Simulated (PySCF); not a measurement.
BCl3, SMILES B(Cl)(Cl)Cl.

Geometry optimised at TPSSh-D3(BJ)/def2-SVP. The isomer is the one that the SMILES or the coordinates give; other isomers of the formula were not compared.

The numbers are results of M06-2X/def2-TZVPD (PySCF), not measurements.

Symmetry labels are those of the subgroup C2v that the program uses (full group D3h).

Computed valence orbital energies around the gap with their symmetry:
```
orbital  symmetry  energy (eV)
-------  --------  -----------
HOMO−7         B1       -14.26
HOMO−6         A1       -14.26
HOMO−5         B2       -13.06
HOMO−4         B1       -11.38
HOMO−3         A1       -11.38
HOMO−2         B2       -11.21
HOMO−1         A2       -11.21
HOMO           B1       -10.51
LUMO           B2        -0.98
LUMO+1         A1        -0.09
LUMO+2         A1         0.64
LUMO+3         B1         0.64
```
